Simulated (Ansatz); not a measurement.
Relaxed structures of CH₂BS, doublet (PBE0-D4/def2-TZVP; forces vanish, vibrations not checked; lower isomers may exist, and structures with a doubtful reference or unclear bonds are left out; Å). Computed with Ansatz 0.2.0 (basis: def2-TZVPP); correlated methods freeze the cores; orbitals are unrestricted.

(1) Rank them by CCSD(T) energy, lowest first, and give each one's height above the lowest. Links in brackets join atoms within 1.22 times the sum of their covalent radii (1.1 for two metals). (To be estimated.)
A.
CH₂BS ([CH][B][SH])
```
5
angstrom
C -0.1342 0.4466 0.0531
B 0.5654 -0.4681 0.7569
S 1.4721 -1.5684 1.7549
H -0.6889 1.1645 -0.5124
H 1.5347 -2.5861 0.8739
```
B.
CH₂BS ([CH2][B][S])
```
5
angstrom
C -0.3399 0.4769 -0.3494
B 0.3938 -0.5525 0.4049
S 1.2006 -1.6843 1.2341
H -0.5082 1.4721 0.0474
H -0.7463 0.2879 -1.3370
```
C.
CH₂BS ([BH2][C][S])
```
5
angstrom
C 0.4078 -0.5723 0.4194
B -0.3176 0.4451 -0.3261
S 1.1739 -1.6468 1.2066
H -0.4685 1.5226 0.1675
H -0.7399 0.1732 -1.4101
```

The T1 diagnostic stays at or below 0.027. ⟨S²⟩ of the unrestricted Hartree–Fock references: 0.77 to 0.81 (a pure state has 0.75). The unrestricted reference is spin-contaminated, which hurts MP2 most.

Answers

(1) Computed: B (0.000 eV), C (1.180 eV), A (1.972 eV). Heights count from the lowest.

For scale, one of the runs: CCSD(T)/def2-TZVPP, 132 basis functions, launched by `ansatz run in.yaml --threads 2 --pin off --events-out ev --progress --plain --max-ram 4352MiB`. Time: 28 s of wall clock on 2 CPU threads of an Intel Xeon Platinum 8259CL; the host was shared. Peak host memory: 1.4 GiB.
